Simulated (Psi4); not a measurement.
Psi4 input (wB97X-D/6-31G*):

```
memory 1500 MB

molecule {
0 3
S     0.00008847    0.23160742   -0.44340035
O    -0.00913114    1.47909038    0.36871709
C     1.35685821   -0.79445686    0.19502839
C    -1.34932659   -0.80911957    0.18682947
H     1.25281814   -0.88687215    1.27606774
H    -2.27826206   -0.29833962   -0.06004470
H     1.34325030   -1.77162955   -0.28833934
H     2.28168311   -0.27363282   -0.04622945
H    -1.32220226   -1.78607156   -0.29641485
H    -1.25084331   -0.90043755    1.26848240
symmetry c1
no_reorient
no_com
}

set {
  basis 6-31G*
  reference uks
  scf_type pk
  dft_radial_points 99
  dft_spherical_points 590
  e_convergence 1e-8
  d_convergence 1e-7
  maxiter 150
}

e = energy('wb97x-d')
print_out(f'\nFINAL {e:.10f} DIPOLE {variable("CURRENT DIPOLE")[0]:.6f} {variable("CURRENT DIPOLE")[1]:.6f} {variable("CURRENT DIPOLE")[2]:.6f}\n')
```

Task: Predict the final energy.

Result: -552.91185 Eh.
